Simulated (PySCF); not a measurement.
How the functional moves excitation energies

C₅H₁₀.
SMILES with atom numbers: `[CH3:1]/[CH:2]=[CH:3]\[CH2:4][CH3:5]` (hydrogens: H6, H7, H8 on C1; H9 on C2; H10 on C3; H11, H12 on C4; H13, H14, H15 on C5)

Linear-response calculations in the def2-SVPD basis (PySCF; singlets by full response, triplets Tamm–Dancoff, core orbitals frozen in the response; HF means time-dependent Hartree–Fock). 'Strongest' is the level of largest summed f among the singlets computed (10 roots, of which the last may lack a degenerate partner); it can jump between rows when another state enters that window. S1 is the lowest singlet of each run and needn't be the same state throughout; f(S1) is that of one state. Isolated species at its PBE0-D3(BJ)/def2-SVP geometry (one conformer only).

| functional | kind | S1 (eV) | f(S1) | strongest (eV) | T1 (eV) | HOMO (eV) | gap (eV) | ionisation energy, ΔSCF (eV) |
| --- | --- | --- | --- | --- | --- | --- | --- | --- |
| LDA | LDA | 6.04 | 0.035 | 7.06 | 4.64 | -5.96 | 5.32 | 9.13 |
| PBE | GGA | 5.99 | 0.033 | 7.19 | 4.40 | -5.82 | 5.37 | 8.94 |
| B3LYP | global hybrid, 20% exact exchange | 6.35 | 0.032 | 7.33 | 4.38 | -6.72 | 6.98 | 9.04 |
| PBE0 | global hybrid, 25% exact exchange | 6.60 | 0.038 | 7.07 | 4.29 | -6.92 | 7.45 | 9.00 |
| BHandHLYP | global hybrid, 50% exact exchange | 6.83 | 0.031 | 7.25 | 4.23 | -7.89 | 9.15 | 8.89 |
| CAM-B3LYP | range-separated hybrid | 6.77 | 0.026 | 7.20 | 4.33 | -8.25 | 9.64 | 9.09 |
| wB97X-D | range-separated hybrid | 7.03 | 0.046 | 7.29 | 4.45 | -8.77 | 11.05 | 9.04 |
| LC-wPBE | range-separated hybrid | 7.42 | 0.436 | 7.42 | 4.20 | -9.61 | 12.13 | 9.15 |
| HF | Hartree–Fock | 7.27 | 0.034 | 7.44 | 3.74 | -9.33 | 12.17 | not settled |

S1 runs from 5.99 eV (PBE) to 7.42 eV (LC-wPBE), a spread of 1.44 eV, while the orbital gap spreads over 6.8 eV. Along PBE (0%), B3LYP (20%), PBE0 (25%), BHandHLYP (50%), HF (100%) S1 rises with the share of exact exchange. −ε(HOMO) comes closest to its own ΔSCF ionisation energy with wB97X-D (-0.27 eV) and misses most with LDA (-3.17 eV). 'Not settled' means that the ion's SCF failed to converge or may have ended in another state than the lowest.
